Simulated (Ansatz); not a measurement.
Rubidium, bcc: convergence with the plane-wave cutoff

Computed with Ansatz, LDA, scalar-relativistic PAW, on the relaxed cell (a = 5.372 Å; spin not included). Errors count from a run at 420 eV on a Γ-centred 14×14×14 mesh with Fermi-Dirac smearing of 0.1 eV, extrapolated to zero width. Fixed here: mesh 8×8×8, Fermi-Dirac width 0.1 eV. The pressure holds a Pulay correction and is unreliable far below the recommended cutoff. The SCF starts from atomic densities corrected by a trained network.

```csv
cutoff (eV),E(σ→0) error (meV/atom),P (GPa),SCF iterations
200,144.7,0.01,6
250,16.5,0.02,7
300,5.2,0.02,7
350,4.5,0.02,7
420,4.3,0.02,6
500,4.3,0.02,6
600,4.3,0.02,6
800,4.3,0.02,6
```

**Question.** What does the run at 150 give (cutoff)?

**Answer.** E(σ→0) error (meV/atom): 1112.5; P (GPa): -0.05; SCF iterations: 6.

Within 5 meV/atom of the last row: from 300 eV on.
